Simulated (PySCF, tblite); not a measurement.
# Cl2: metal-cation adducts, part 1 of 2

Aim: compute the metal-cation adducts of Cl2 (`ClCl`).

Computed with tblite 0.8.0 and PySCF 2.14.0 and routines of our own; the level stands in each step. Atoms count from 0.

### 1 The starting structure

2 atoms, charge 0, multiplicity 1; geometry from: start built from the parent or by distance geometry.

### 2 Relaxing the molecule with GFN2-xTB

The job: settings as JSON, then the geometry in Å.

```
{"job": {"kind": "relax", "xc": "GFN2-xTB", "basis": "xTB"}, "charge": 0, "multiplicity": 1}
Cl     1.055200    -0.006100    -0.005300
Cl    -1.049700     0.008700    -0.023000
```

Launch:

```sh
$ OMP_NUM_THREADS=1 python redox_run.py task.json out
```

One launch serves the whole session: the jobs run in the order shown.

Standard output:

```text
step      E/eV     max force
  0    -247.00223    1.267
  1    -247.03979    0.796
  2    -247.06043    0.155
  3    -247.06113    0.014
  4    -247.06114    0.000
```

It took 0.01 s on 1 thread of Arm Neoverse V1, shared host.

Along the way:

| step | energy from step 0 (eV) | largest force (eV/Å) |
| --- | --- | --- |
| 0 | 0.0000 | 1.2671 |
| 1 | -0.0376 | 0.7961 |
| 2 | -0.0582 | 0.1550 |
| 3 | -0.0589 | 0.0140 |
| 4 | -0.0589 | 0.0000 |

The bond:

| bond | before (Å) | after (Å) | change (Å) |
| --- | --- | --- | --- |
| Cl0–Cl1 | 2.105 | 2.017 | -0.088 |

The final coordinates are the input of the step that follows.

### 3 Vibrational analysis with GFN2-xTB

The job: settings as JSON, then the geometry in Å.

```
{"job": {"kind": "ir", "xc": "GFN2-xTB", "basis": "xTB"}, "charge": 0, "multiplicity": 1}
Cl     1.011128    -0.005808    -0.005653
Cl    -1.005614     0.008344    -0.022644
```

Standard output:

```text
mode    cm-1     km/mol
  1     510.0      0.00
ZPE 3.051  H(298)-E 12.296  G(298)-E -54.296 kJ/mol  S 223.35 J/(mol K)
```

It took 0.05 s on 1 thread of Arm Neoverse V1, shared host.

The strongest bands and the atoms that carry them (share of the mass-weighted mode):

| cm⁻¹ | km/mol | atoms |
| --- | --- | --- |
| 510 | 0.0 | Cl1 50 %, Cl0 50 % |

### 4 Geometry optimisation at PBE0-D3(BJ)/def2-SVP

The job: settings as JSON, then the geometry in Å.

```
{"job": {"xc": "PBE0", "basis": "def2-SVP", "d3": "d3bj", "grid": 1, "kind": "geom"}, "charge": 0, "multiplicity": 1}
Cl     1.011128    -0.005808    -0.005653
Cl    -1.005614     0.008344    -0.022644
```

Standard output:

```text
step   0  E = -919.76301824  max force = 0.003149
step   1  E = -919.76304383  max force = 0.000298
step   2  E = -919.76304409  max force = 0.000006
optimisation converged
```

Wall time 1 s (1 thread of Arm Neoverse V1, shared host).

Step by step:

| step | energy from step 0 (eV) | largest force component (eV/Å) |
| --- | --- | --- |
| 0 | 0.0000 | 0.1619 |
| 1 | -0.0007 | 0.0153 |
| 2 | -0.0007 | 0.0003 |

The bond:

| bond | before (Å) | after (Å) | change (Å) |
| --- | --- | --- | --- |
| Cl0–Cl1 | 2.017 | 2.026 | +0.009 |

The next job starts from the end point, and lists it.

| at the end point | value |
| --- | --- |
| point group (found at 0.08 Å tolerance) | Dinfh |
| rotational constants (GHz, main isotopes) | 7.044, 7.044 |
| dipole moment (D) | 0.00 |

### 5 Harmonic vibrations (Cl2): PBE0-D3(BJ)/def2-SVP

The job: settings as JSON, then the geometry in Å.

```
{"job": {"xc": "PBE0", "basis": "def2-SVP", "d3": "d3bj", "grid": 2, "kind": "hessian"}, "charge": 0, "multiplicity": 1}
Cl     1.015512    -0.006634    -0.004708
Cl    -1.010047     0.009175    -0.023595
```

Standard output:

```text
coarse grid: 3248 points
cycle   1  E = -919.6695047639  dE =  8.125e-02  |g| = 1.269e-01  |ddm| = 1.570e+00
cycle   2  E = -919.6718418828  dE = -2.337e-03  |g| = 8.549e-02  |ddm| = 1.601e-01
cycle   3  E = -919.6737348695  dE = -1.893e-03  |g| = 9.980e-03  |ddm| = 7.683e-02
cycle   4  E = -919.6737596425  dE = -2.477e-05  |g| = 1.402e-03  |ddm| = 1.024e-02
cycle   5  E = -919.6737600598  dE = -4.172e-07  |g| = 4.144e-05  |ddm| = 2.100e-03
final grid: 23496 points
cycle   6  E = -919.7630217709  dE = -3.149e-06  |g| = 1.165e-03  |ddm| = 5.461e-03
cycle   7  E = -919.7630220161  dE = -2.452e-07  |g| = 5.791e-04  |ddm| = 2.624e-03
cycle   8  E = -919.7630220876  dE = -7.156e-08  |g| = 3.731e-05  |ddm| = 8.236e-04
cycle   9  E = -919.7630220880  dE = -3.380e-10  |g| = 1.067e-05  |ddm| = 3.889e-05
cycle  10  E = -919.7630220880  dE = -3.058e-11  |g| = 1.753e-07  |ddm| = 8.798e-06
converged SCF energy = -919.7630220880

mode    cm-1
  1     527.7
ZPE 3.156  H(298)-E 12.369  G(298)-E -54.194 kJ/mol  S 223.25 J/(mol K)
```

Wall time 2.3 s (1 thread of Arm Neoverse V1, shared host).

Zero-point energy 3.16 kJ/mol (xTB gave 3.05).

### 6 Single point (Cl2): PBE0-D3(BJ)/def2-TZVP

Geometry: PBE0-D3(BJ)/def2-SVP.

The job: settings as JSON, then the geometry in Å.

```
{"job": {"kind": "sp", "xc": "PBE0", "basis": "def2-TZVP", "d3": "d3bj", "grid": 2}, "charge": 0, "multiplicity": 1}
Cl     1.015512    -0.006634    -0.004708
Cl    -1.010047     0.009175    -0.023595
```

Standard output:

```text
coarse grid: 3248 points
cycle   1  E = -920.0844071570  dE =  1.013e-01  |g| = 1.587e-01  |ddm| = 1.276e+00
cycle   2  E = -920.0866629914  dE = -2.256e-03  |g| = 8.763e-02  |ddm| = 1.154e-01
cycle   3  E = -920.0880961297  dE = -1.433e-03  |g| = 3.136e-02  |ddm| = 7.123e-02
cycle   4  E = -920.0883311825  dE = -2.351e-04  |g| = 6.197e-04  |ddm| = 2.053e-02
cycle   5  E = -920.0883312790  dE = -9.649e-08  |g| = 3.555e-04  |ddm| = 1.231e-03
final grid: 23496 points
cycle   6  E = -920.0896262911  dE = -8.502e-06  |g| = 2.635e-03  |ddm| = 5.854e-03
cycle   7  E = -920.0896267012  dE = -4.102e-07  |g| = 1.435e-03  |ddm| = 2.954e-03
cycle   8  E = -920.0896269110  dE = -2.098e-07  |g| = 9.964e-05  |ddm| = 1.157e-03
cycle   9  E = -920.0896269130  dE = -2.065e-09  |g| = 3.960e-05  |ddm| = 9.506e-05
converged SCF energy = -920.0896269130
```

It took 0.47 s on 1 thread of Arm Neoverse V1, shared host.

### 7 Optimising the geometry with GFN2-xTB

This step treats AgCl₂+, `ClCl.[Ag+]`.

The job: settings as JSON, then the geometry in Å.

```
{"job": {"kind": "relax", "xc": "GFN2-xTB", "basis": "xTB"}, "charge": 1, "multiplicity": 1}
Cl     1.031800    -0.012800    -0.010000
Cl    -1.020800     0.017800    -0.046600
Ag     3.613400     0.240600     0.047100
```

Standard output:

```text
step      E/eV     max force
  0    -340.32849    0.633
  1    -340.33773    0.513
  2    -340.36908    0.727
  3    -340.38009    0.716
  4    -340.40051    0.431
  5    -340.41156    0.227
  6    -340.41345    0.225
  7    -340.41729    0.322
  8    -340.42560    0.563
  9    -340.44705    1.570
 10    -340.47760    1.389
 11    -340.57711    1.252
 12    -340.68022    0.178
 13    -340.68172    0.381
 14    -340.68959    0.154
 15    -340.69664    0.083
 16    -340.69854    0.022
 17    -340.69884    0.018
 18    -340.69886    0.008
```

It took 0.07 s on 1 thread of Arm Neoverse V1, shared host.

Relaxation path:

| step | energy from step 0 (eV) | largest force (eV/Å) |
| --- | --- | --- |
| 0 | 0.0000 | 0.6331 |
| 1 | -0.0092 | 0.5125 |
| 2 | -0.0406 | 0.7273 |
| 3 | -0.0516 | 0.7160 |
| 4 | -0.0720 | 0.4312 |
| 5 | -0.0831 | 0.2266 |
| 6 | -0.0850 | 0.2251 |
| 7 | -0.0888 | 0.3220 |
| 8 | -0.0971 | 0.5627 |
| 9 | -0.1186 | 1.5700 |
| 10 | -0.1491 | 1.3890 |
| 11 | -0.2486 | 1.2517 |
| 12 | -0.3517 | 0.1778 |
| 13 | -0.3532 | 0.3811 |
| 14 | -0.3611 | 0.1538 |
| 15 | -0.3682 | 0.0829 |
| 16 | -0.3700 | 0.0216 |
| 17 | -0.3704 | 0.0180 |
| 18 | -0.3704 | 0.0076 |

Close pairs (by a distance rule), those that changed most:

| bond | before (Å) | after (Å) | change (Å) |
| --- | --- | --- | --- |
| Cl0–Ag2 | 2.595 | 2.467 | -0.127 |
| Cl0–Cl1 | 2.053 | 2.028 | -0.025 |

The end geometry stands in the next job.

### 8 Infrared spectrum with GFN2-xTB

The job: settings as JSON, then the geometry in Å.

```
{"job": {"kind": "ir", "xc": "GFN2-xTB", "basis": "xTB"}, "charge": 1, "multiplicity": 1}
Cl     1.066192    -0.815896    -0.039735
Cl    -0.518182     0.450050    -0.021011
Ag     3.076418     0.611539     0.051256
```

Standard output:

```text
mode    cm-1     km/mol
  1      39.1      0.28
  2     189.2      3.45
  3     474.5      2.79
ZPE 4.203  H(298)-E 18.529  G(298)-E -75.699 kJ/mol  S 316.04 J/(mol K)
```

Wall time 0.09 s (1 thread of Arm Neoverse V1, shared host).

Which atoms move in the most intense modes:

| cm⁻¹ | km/mol | atoms |
| --- | --- | --- |
| 39 | 0.3 | Cl1 58 %, Ag2 22 %, Cl0 20 % |
| 189 | 3.5 | Cl0 74 %, Ag2 25 % |
| 474 | 2.8 | Cl1 50 %, Cl0 50 % |

### 9 Optimising the geometry at PBE0-D3(BJ)/def2-SVP

This step treats AgCl2+, `ClCl.[Ag+]`.

The job: settings as JSON, then the geometry in Å.

```
{"job": {"xc": "PBE0", "basis": "def2-SVP", "d3": "d3bj", "grid": 1, "kind": "geom"}, "charge": 1, "multiplicity": 1}
Cl     1.066192    -0.815896    -0.039735
Cl    -0.518182     0.450050    -0.021011
Ag     3.076418     0.611539     0.051256
```

Standard output:

```text
step   0  E = -1066.44382165  max force = 0.008671
step   1  E = -1066.44465333  max force = 0.001165
step   2  E = -1066.44471485  max force = 0.000677
step   3  E = -1066.44471187  max force = 0.000075
step   4  E = -1066.44470807  max force = 0.000113
step   5  E = -1066.44470954  max force = 0.000077
optimisation converged
```

Wall time 9.3 s (1 thread of Arm Neoverse V1, shared host).

The steps of the relaxation:

| step | energy from step 0 (eV) | largest force component (eV/Å) |
| --- | --- | --- |
| 0 | 0.0000 | 0.4459 |
| 1 | -0.0226 | 0.0599 |
| 2 | -0.0243 | 0.0348 |
| 3 | -0.0242 | 0.0039 |
| 4 | -0.0241 | 0.0058 |
| 5 | -0.0242 | 0.0040 |

Distances of close pairs at the start and the end, largest changes first:

| bond | before (Å) | after (Å) | change (Å) |
| --- | --- | --- | --- |
| Cl0–Ag2 | 2.467 | 2.567 | +0.100 |
| Cl0–Cl1 | 2.028 | 2.040 | +0.012 |

The next job starts from the end point, and lists it.

| at the end point | value |
| --- | --- |
| point group (found at 0.08 Å tolerance) | Cs |
| rotational constants (GHz, main isotopes) | 9.744, 1.329, 1.170 |

### 10 Harmonic vibrations (AgCl₂+): PBE0-D3(BJ)/def2-SVP

The job: settings as JSON, then the geometry in Å.

```
{"job": {"xc": "PBE0", "basis": "def2-SVP", "d3": "d3bj", "grid": 2, "kind": "hessian"}, "charge": 1, "multiplicity": 1}
Cl     0.998398    -0.895744    -0.048014
Cl    -0.453771     0.536900    -0.029197
Ag     3.077835     0.605305     0.066773
```

Standard output:

```text
coarse grid: 20840 points
cycle   1  E = -1064.3299823088  dE = -9.917e+00  |g| = 2.069e+00  |ddm| = 5.262e+00
cycle   2  E = -1018.3279871100  dE =  4.600e+01  |g| = 7.857e+00  |ddm| = 1.285e+01
cycle   3  E = -1065.1180481857  dE = -4.679e+01  |g| = 1.870e+00  |ddm| = 1.099e+01
cycle   4  E = -1066.3861647631  dE = -1.268e+00  |g| = 4.339e-01  |ddm| = 2.816e+00
cycle   5  E = -1066.3910197646  dE = -4.855e-03  |g| = 4.250e-01  |ddm| = 9.643e-01
cycle   6  E = -1066.4443252476  dE = -5.331e-02  |g| = 3.399e-02  |ddm| = 4.843e-01
cycle   7  E = -1066.4445650814  dE = -2.398e-04  |g| = 2.228e-02  |ddm| = 4.678e-02
cycle   8  E = -1066.4446890384  dE = -1.240e-04  |g| = 7.165e-03  |ddm| = 2.082e-02
cycle   9  E = -1066.4447091460  dE = -2.011e-05  |g| = 1.202e-03  |ddm| = 1.351e-02
cycle  10  E = -1066.4447095275  dE = -3.815e-07  |g| = 2.162e-04  |ddm| = 1.670e-03
final grid: 37936 points
cycle  11  E = -1066.4447363463  dE = -5.730e-08  |g| = 1.604e-04  |ddm| = 5.591e-04
cycle  12  E = -1066.4447363490  dE = -2.732e-09  |g| = 1.218e-04  |ddm| = 2.276e-04
cycle  13  E = -1066.4447363524  dE = -3.414e-09  |g| = 1.316e-05  |ddm| = 1.042e-04
cycle  14  E = -1066.4447363525  dE = -3.320e-11  |g| = 6.380e-06  |ddm| = 2.119e-05
converged SCF energy = -1066.4447363525

mode    cm-1
  1      59.0
  2     190.1
  3     503.5
ZPE 4.501  H(298)-E 18.655  G(298)-E -75.243 kJ/mol  S 314.94 J/(mol K)
```

Run time: 18 s. Hardware: 1 thread of Arm Neoverse V1, shared host; peak memory 0.71 GiB.

Zero-point energy 4.50 kJ/mol (xTB gave 4.20).

### 11 Single point (AgCl2+): PBE0-D3(BJ)/def2-TZVP

Geometry: PBE0-D3(BJ)/def2-SVP.

The job: settings as JSON, then the geometry in Å.

```
{"job": {"kind": "sp", "xc": "PBE0", "basis": "def2-TZVP", "d3": "d3bj", "grid": 2}, "charge": 1, "multiplicity": 1}
Cl     0.998398    -0.895744    -0.048014
Cl    -0.453771     0.536900    -0.029197
Ag     3.077835     0.605305     0.066773
```

Standard output:

```text
coarse grid: 20840 points
cycle   1  E = -1063.8754360778  dE = -7.449e+00  |g| = 3.550e+00  |ddm| = 6.341e+00
cycle   2  E = -1016.5037749695  dE =  4.737e+01  |g| = 9.398e+00  |ddm| = 7.689e+00
cycle   3  E = -1065.1723880240  dE = -4.867e+01  |g| = 1.508e+00  |ddm| = 6.105e+00
cycle   4  E = -1063.9302896246  dE =  1.242e+00  |g| = 2.663e+00  |ddm| = 4.609e+00
cycle   5  E = -1066.5194629460  dE = -2.589e+00  |g| = 9.455e-01  |ddm| = 2.244e+00
cycle   6  E = -1066.6901036261  dE = -1.706e-01  |g| = 5.745e-01  |ddm| = 7.187e-01
cycle   7  E = -1066.7756736435  dE = -8.557e-02  |g| = 2.773e-01  |ddm| = 4.940e-01
cycle   8  E = -1066.8022127549  dE = -2.654e-02  |g| = 8.719e-02  |ddm| = 2.794e-01
cycle   9  E = -1066.8038983337  dE = -1.686e-03  |g| = 4.526e-02  |ddm| = 6.966e-02
cycle  10  E = -1066.8045207275  dE = -6.224e-04  |g| = 1.324e-02  |ddm| = 4.518e-02
cycle  11  E = -1066.8045670392  dE = -4.631e-05  |g| = 1.864e-03  |ddm| = 1.253e-02
cycle  12  E = -1066.8045682759  dE = -1.237e-06  |g| = 5.163e-04  |ddm| = 3.378e-03
final grid: 37936 points
cycle  13  E = -1066.8045577205  dE = -6.596e-08  |g| = 6.892e-04  |ddm| = 1.247e-03
cycle  14  E = -1066.8045575571  dE =  1.634e-07  |g| = 1.053e-03  |ddm| = 1.430e-03
cycle  15  E = -1066.8045578427  dE = -2.856e-07  |g| = 8.741e-05  |ddm| = 8.743e-04
cycle  16  E = -1066.8045578445  dE = -1.850e-09  |g| = 7.688e-06  |ddm| = 6.617e-05
converged SCF energy = -1066.8045578445
```

Wall time 2.2 s (1 thread of Arm Neoverse V1, shared host).

### 12 Single point (Ag+): PBE0-D3(BJ)/def2-TZVP

Geometry: atom.

The job: settings as JSON, then the geometry in Å.

```
{"job": {"kind": "sp", "xc": "PBE0", "basis": "def2-TZVP", "d3": "d3bj", "grid": 2}, "charge": 1, "multiplicity": 1}
Ag     0.000000     0.000000     0.000000
```

Standard output:

```text
coarse grid: 8208 points
cycle   1  E = -145.6464467236  dE = -9.506e+00  |g| = 2.776e+00  |ddm| = 4.760e+00
cycle   2  E = -142.5703717949  dE =  3.076e+00  |g| = 4.958e+00  |ddm| = 3.632e+00
cycle   3  E = -146.6543926745  dE = -4.084e+00  |g| = 4.182e-01  |ddm| = 2.835e+00
cycle   4  E = -146.6844301193  dE = -3.004e-02  |g| = 1.980e-02  |ddm| = 2.335e-01
cycle   5  E = -146.6844761898  dE = -4.607e-05  |g| = 3.931e-03  |ddm| = 1.248e-02
cycle   6  E = -146.6844785873  dE = -2.398e-06  |g| = 3.157e-04  |ddm| = 2.875e-03
final grid: 14440 points
cycle   7  E = -146.6844786986  dE = -2.057e-08  |g| = 3.535e-04  |ddm| = 5.977e-04
cycle   8  E = -146.6844786932  dE =  5.386e-09  |g| = 4.274e-04  |ddm| = 3.767e-04
cycle   9  E = -146.6844787163  dE = -2.309e-08  |g| = 6.409e-06  |ddm| = 1.912e-04
cycle  10  E = -146.6844787164  dE = -7.640e-11  |g| = 1.503e-07  |ddm| = 3.884e-05
converged SCF energy = -146.6844787164
```

It took 0.21 s on 1 thread of Arm Neoverse V1, shared host.

### 13 Relaxing the molecule with GFN2-xTB

This step treats LiCl2+, `ClCl.[Li+]`.

The job: settings as JSON, then the geometry in Å.

```
{"job": {"kind": "relax", "xc": "GFN2-xTB", "basis": "xTB"}, "charge": 1, "multiplicity": 1}
Cl     1.031800    -0.012800    -0.010000
Cl    -1.020800     0.017800    -0.046600
Li     3.435800     0.223100     0.043800
```

Standard output:

```text
step      E/eV     max force
  0    -243.45371    0.871
  1    -243.46756    0.612
  2    -243.48331    0.420
  3    -243.48773    0.437
  4    -243.52976    0.284
  5    -243.53575    0.175
  6    -243.53989    0.049
  7    -243.54009    0.014
  8    -243.54010    0.013
  9    -243.54011    0.012
 10    -243.54014    0.012
 11    -243.54022    0.021
 12    -243.54046    0.049
 13    -243.54085    0.121
 14    -243.54150    0.125
 15    -243.54345    0.387
 16    -243.54814    0.124
 17    -243.55064    0.039
 18    -243.55045    0.204
 19    -243.55143    0.049
 20    -243.55164    0.034
 21    -243.55185    0.015
 22    -243.55186    0.001
```

It took 0.07 s on 1 thread of Arm Neoverse V1, shared host.

Along the way:

| step | energy from step 0 (eV) | largest force (eV/Å) |
| --- | --- | --- |
| 0 | 0.0000 | 0.8711 |
| 1 | -0.0138 | 0.6121 |
| 2 | -0.0296 | 0.4202 |
| 3 | -0.0340 | 0.4372 |
| 4 | -0.0761 | 0.2839 |
| 5 | -0.0820 | 0.1750 |
| 6 | -0.0862 | 0.0490 |
| 7 | -0.0864 | 0.0136 |
| 8 | -0.0864 | 0.0130 |
| 9 | -0.0864 | 0.0120 |
| 10 | -0.0864 | 0.0120 |
| 11 | -0.0865 | 0.0206 |
| 12 | -0.0867 | 0.0487 |
| 13 | -0.0871 | 0.1211 |
| 14 | -0.0878 | 0.1251 |
| 15 | -0.0897 | 0.3874 |
| 16 | -0.0944 | 0.1243 |
| 17 | -0.0969 | 0.0395 |
| 18 | -0.0967 | 0.2040 |
| 19 | -0.0977 | 0.0492 |
| 20 | -0.0979 | 0.0341 |
| 21 | -0.0981 | 0.0146 |
| 22 | -0.0982 | 0.0010 |

Close pairs (by a distance rule), those that changed most:

| bond | before (Å) | after (Å) | change (Å) |
| --- | --- | --- | --- |
| Cl0–Li2 | 2.416 | 2.211 | -0.205 |
| Cl0–Cl1 | 2.053 | 2.002 | -0.051 |

The end geometry stands in the next job.

### 14 Harmonic vibrations with GFN2-xTB

The job: settings as JSON, then the geometry in Å.

```
{"job": {"kind": "ir", "xc": "GFN2-xTB", "basis": "xTB"}, "charge": 1, "multiplicity": 1}
Cl     1.095640    -0.420152    -0.025100
Cl    -0.793580     0.241561    -0.033477
Li     3.144764     0.406743     0.045740
```

Standard output:

```text
mode    cm-1     km/mol
  1      43.9     47.96
  2     330.7    103.97
  3     499.2      6.11
ZPE 5.226  H(298)-E 18.964  G(298)-E -65.671 kJ/mol  S 283.86 J/(mol K)
```

Wall time 0.07 s (1 thread of Arm Neoverse V1, shared host).

The strongest bands and the atoms that carry them (share of the mass-weighted mode):

| cm⁻¹ | km/mol | atoms |
| --- | --- | --- |
| 44 | 48.0 | Li2 52 %, Cl0 34 %, Cl1 14 % |
| 331 | 104.0 | Li2 86 % |
| 499 | 6.1 | Cl0 53 %, Cl1 45 % |

### 15 Optimising the geometry at PBE0-D3(BJ)/def2-SVP

This step treats LiCl₂+, `ClCl.[Li+]`.

The job: settings as JSON, then the geometry in Å.

```
{"job": {"xc": "PBE0", "basis": "def2-SVP", "d3": "d3bj", "grid": 1, "kind": "geom"}, "charge": 1, "multiplicity": 1}
Cl     1.095640    -0.420152    -0.025100
Cl    -0.793580     0.241561    -0.033477
Li     3.144764     0.406743     0.045740
```

Standard output:

```text
step   0  E = -927.03471058  max force = 0.015606
step   1  E = -927.03887960  max force = 0.011406
step   2  E = -927.04294470  max force = 0.007766
step   3  E = -927.04566739  max force = 0.002344
step   4  E = -927.04678761  max force = 0.000902
step   5  E = -927.04551366  max force = 0.012359
step   6  E = -927.04741251  max force = 0.001918
step   7  E = -927.04152806  max force = 0.025244
step   8  E = -927.04698225  max force = 0.006086
step   9  E = -927.04746844  max force = 0.002433
step  10  E = -927.04759363  max force = 0.004281
step  11  E = -927.04767035  max force = 0.000594
step  12  E = -927.04767753  max force = 0.000484
step  13  E = -927.04768645  max force = 0.001124
step  14  E = -927.04773599  max force = 0.001355
step  15  E = -927.04778259  max force = 0.000829
step  16  E = -927.04129292  max force = 0.029113
step  17  E = -927.04657761  max force = 0.011260
step  18  E = -927.04753754  max force = 0.004119
step  19  E = -927.04767577  max force = 0.002356
step  20  E = -927.04777324  max force = 0.000553
step  21  E = -927.04775044  max force = 0.000360
step  22  E = -927.04777472  max force = 0.000415
optimisation converged
```

Run time: 11 s. Hardware: 1 thread of Arm Neoverse V1, shared host.

Along the way: (the energy doesn't fall at every step)

| step | energy from step 0 (eV) | largest force component (eV/Å) |
| --- | --- | --- |
| 0 | 0.0000 | 0.8025 |
| 1 | -0.1134 | 0.5865 |
| 2 | -0.2241 | 0.3993 |
| 3 | -0.2981 | 0.1205 |
| 4 | -0.3286 | 0.0464 |
| 5 | -0.2940 | 0.6355 |
| 6 | -0.3456 | 0.0986 |
| 7 | -0.1855 | 1.2981 |
| 8 | -0.3339 | 0.3130 |
| 9 | -0.3472 | 0.1251 |
| 10 | -0.3506 | 0.2201 |
| 11 | -0.3527 | 0.0305 |
| 12 | -0.3528 | 0.0249 |
| 13 | -0.3531 | 0.0578 |
| 14 | -0.3544 | 0.0697 |
| 15 | -0.3557 | 0.0426 |
| 16 | -0.1791 | 1.4971 |
| 17 | -0.3229 | 0.5790 |
| 18 | -0.3490 | 0.2118 |
| 19 | -0.3528 | 0.1212 |
| 20 | -0.3555 | 0.0284 |
| 21 | -0.3548 | 0.0185 |
| 22 | -0.3555 | 0.0213 |

Close pairs (by a distance rule), those that changed most:

| bond | before (Å) | after (Å) | change (Å) |
| --- | --- | --- | --- |
| Cl1–Li2 | 3.943 | 2.464 | -1.478 |
| Cl0–Li2 | 2.211 | 2.497 | +0.287 |
| Cl0–Cl1 | 2.002 | 2.049 | +0.047 |

The final coordinates are the input of the step that follows.

| at the end point | value |
| --- | --- |
| point group (found at 0.08 Å tolerance) | C2v |
| rotational constants (GHz, main isotopes) | 15.534, 6.882, 4.769 |

### 16 Harmonic vibrations (LiCl₂+): PBE0-D3(BJ)/def2-SVP

The job: settings as JSON, then the geometry in Å.

```
{"job": {"xc": "PBE0", "basis": "def2-SVP", "d3": "d3bj", "grid": 2, "kind": "hessian"}, "charge": 1, "multiplicity": 1}
Cl     1.240374    -1.020577     0.653734
Cl    -0.049619     0.192484    -0.377406
Li     2.256473     1.056831    -0.289011
```

Standard output:

```text
coarse grid: 4328 points
cycle   1  E = -926.9498976154  dE =  3.866e-01  |g| = 1.736e-01  |ddm| = 1.758e+00
cycle   2  E = -926.9545036401  dE = -4.606e-03  |g| = 1.270e-01  |ddm| = 3.135e-01
cycle   3  E = -926.9586401358  dE = -4.136e-03  |g| = 9.706e-03  |ddm| = 1.180e-01
cycle   4  E = -926.9586632532  dE = -2.312e-05  |g| = 3.235e-03  |ddm| = 1.093e-02
cycle   5  E = -926.9586659113  dE = -2.658e-06  |g| = 7.963e-04  |ddm| = 3.597e-03
final grid: 34344 points
cycle   6  E = -927.0477162932  dE = -3.350e-05  |g| = 3.128e-03  |ddm| = 1.552e-02
cycle   7  E = -927.0477171508  dE = -8.576e-07  |g| = 2.644e-03  |ddm| = 5.231e-03
cycle   8  E = -927.0477190154  dE = -1.865e-06  |g| = 6.388e-04  |ddm| = 3.184e-03
cycle   9  E = -927.0477191418  dE = -1.264e-07  |g| = 1.339e-04  |ddm| = 8.820e-04
cycle  10  E = -927.0477191495  dE = -7.632e-09  |g| = 3.637e-05  |ddm| = 2.825e-04
cycle  11  E = -927.0477191500  dE = -4.705e-10  |g| = 4.587e-06  |ddm| = 5.596e-05
cycle  12  E = -927.0477191500  dE = -1.955e-11  |g| = 1.746e-06  |ddm| = 2.298e-05
converged SCF energy = -927.0477191500

mode    cm-1
  1     117.7
  2     300.0
  3     510.9
ZPE 5.554  H(298)-E 18.982  G(298)-E -64.079 kJ/mol  S 278.59 J/(mol K)
```

Wall time 5.5 s (1 thread of Arm Neoverse V1, shared host); peak memory 0.68 GiB.

Zero-point energy 5.55 kJ/mol (xTB gave 5.23).

(Continued in part 2 of 2.)
